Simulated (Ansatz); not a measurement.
Consider the isomerisation: `CC(=O)C=O` → `OC1=COC1`.

Gas-phase electronic energies from Ansatz, PBE0-D4/def2-TZVP geometries. CCSD(T)/CBS adds triple-zeta CCSD(T) − MP2 to the extrapolated MP2 energy (def2 sets, frozen cores). Functionals use def2-TZVPP. Each species was taken in one conformer, which may not be the lowest.

```
             level  ΔE (kcal/mol)
      CAM-B3LYP-D4           42.1
           r2SCAN0           39.5
  CCSD(T)/def2-SVP           48.3
SCS-MP2/def2-TZVPP           43.4
```

What does CCSD(T)/CBS give? (Estimate.)

The calculation gave: +40.6 kcal/mol. The listed levels differ from it by 1.5, -1.1, 7.7, 2.8 kcal/mol.

What do rigid-rotor, harmonic-oscillator terms from PBE0-D4/def2-TZVP frequencies (298.15 K, 1 bar) make of the CCSD(T)/CBS value? (Best estimate.)

Computed: ΔZPE = +1.4 kcal/mol, ΔH = +41.5 kcal/mol, ΔS = -23 J/(mol·K), ΔG = +43.1 kcal/mol.

Largest T1 diagnostic among the species: 0.015.

From r2SCAN to r2SCAN0 (25 % exact exchange), in def2-TZVPP and without D4, ΔE moves by −1.4 kcal/mol. Leaving LDA and LC-ωPBE aside and taking each functional with its dispersion term where it has one, the values, not all of them listed here, spread over 7.4 kcal/mol, from HSE06-D4 to BLYP-D4. LDA lies −8.6 kcal/mol from PBE without D4. In def2-TZVPP, CCSD(T) changes the Hartree–Fock value by −7.9 kcal/mol (the triples alone add −0.5 kcal/mol) and MP2 by −8.6 kcal/mol.
